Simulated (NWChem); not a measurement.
carbonyl sulfide (COS); SMILES O=C=S

```xyz
3

O     -1.6765     0.0270     0.0223
C     -0.5204     0.0084     0.0069
S      1.0432    -0.0168    -0.0139
```
Atoms are numbered in this order, from 1.

Computed with NWChem. Geometry optimised at PBE0/def2-SVP; all other runs use it. Pople sets run with spherical d functions.

```json
[
 {"quantity": "isotropic polarisability (bohr³) at 589 nm", "level": "B3LYP/STO-3G", "value": "11.5"},
 {"quantity": "cavity-dispersion-structure term (kcal/mol) in water", "level": "PBE0/def2-SVP, SMD", "value": "3.5"},
 {"quantity": "first 1s excitation (eV), C K edge, unshifted", "level": "BHandHLYP/6-311G**, TDA", "value": "285.4"},
 {"quantity": "lowest singlet excitation, vertical excitation model (eV) in water", "level": "B3LYP/def2-SVP, SMD", "value": "5.71"},
 {"quantity": "dipole (D)", "level": "PBE0/def2-SVP", "value": "0.54"},
 {"quantity": "highest harmonic frequency (cm⁻¹)", "level": "PBE0/def2-SVP", "value": "2198"}
]
```
